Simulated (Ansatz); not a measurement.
Geometry optimisation, Ansatz, RKS PBE/def2-SVP.

input.yaml

```yaml
crystal:
  periodic: [false, false, false]
  atoms:
    - { symbol: "N", position_ang: [-0.97487, -0.68088, -0.75537] }
    - { symbol: C, position_ang: [-0.17512, -0.12513, -0.13398] }
    - { symbol: "N", position_ang: [0.69529, 0.49588, 0.53046] }
    - { symbol: H, position_ang: [-1.66405, -1.20447, -1.25342] }
    - { symbol: H, position_ang: [1.68214, 0.26521, 0.45021] }
    - { symbol: H, position_ang: [0.43661, 1.24939, 1.1621] }
total_charge: 1
basis:
  gaussian: { orbitals: def2-SVP }
hamiltonian:
  xc: pbe
relax:
  f_tol: 0.02
  max_steps: 40
scf:
  lower_state_search: "off"
```

Command:

```bash
$ ansatz run input.yaml --threads 1 --pin off --max-ram 2048MiB --backend cpu --events-out ev --progress --plain --runs-dir out
```

Question: Where does it end, and by what steps?

Answer: The forces met the threshold. After 10 steps the energy has fallen by 0.066 eV; N1 moved furthest, 0.13 Å.

```tsv
step	energy less start (eV)	largest force component (eV/Å)	accepted
0	0.0000	1.128	yes
1	-0.0599	0.414	yes
2	-0.0595	0.165	no
3	-0.0629	0.084	yes
4	-0.0633	0.056	yes
5	-0.0638	0.103	yes
6	-0.0648	0.055	yes
7	-0.0635	0.256	no
8	-0.0658	0.098	yes
9	-0.0660	0.047	yes
10	-0.0661	0.020	yes
```

```xyz
6
Properties=species:S:1:pos:R:3
N -0.976 -0.608 -0.868
C -0.182 -0.113 -0.163
N 0.705 0.501 0.542
H -1.684 -1.280 -1.175
H 1.703 0.250 0.468
H 0.434 1.251 1.195
```

Whether the end is a true minimum wasn't checked by a vibrational analysis.

Time of the run: 8.1 s on 1 thread of Arm Neoverse V1, with other jobs on the host, peak memory 0.093 GiB.
